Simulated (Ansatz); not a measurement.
A displaced shape of doublet CH:

```xyz
2

C    -0.0410    0.0280   -0.1673
H    -0.0490   -0.0064    0.9614
```

It was optimised with PBE0/def2-SVP in Ansatz (development build ahead of 0.2.0) to forces under 0.001 eV/Å, with unrestricted orbitals. Each step stands on the lowest determinant of that kind that the program's search found.

(1) What shape does it relax to, and how does the optimisation go?

Answers

(1)

```xyz
2

C    -0.0410    0.0281   -0.1678
H    -0.0490   -0.0064    0.9619
```

Bond lengths: C1–H2 1.130 Å.

```json
{"step": "1", "E − E(start) (eV)": "0.0000", "largest force (eV/Å)": "0.0273"}
{"step": "2", "E − E(start) (eV)": "0.0000", "largest force (eV/Å)": "0.0084"}
{"step": "3", "E − E(start) (eV)": "0.0000", "largest force (eV/Å)": "0.0000"}
```

The optimisation ended after 3 steps with its threshold met.
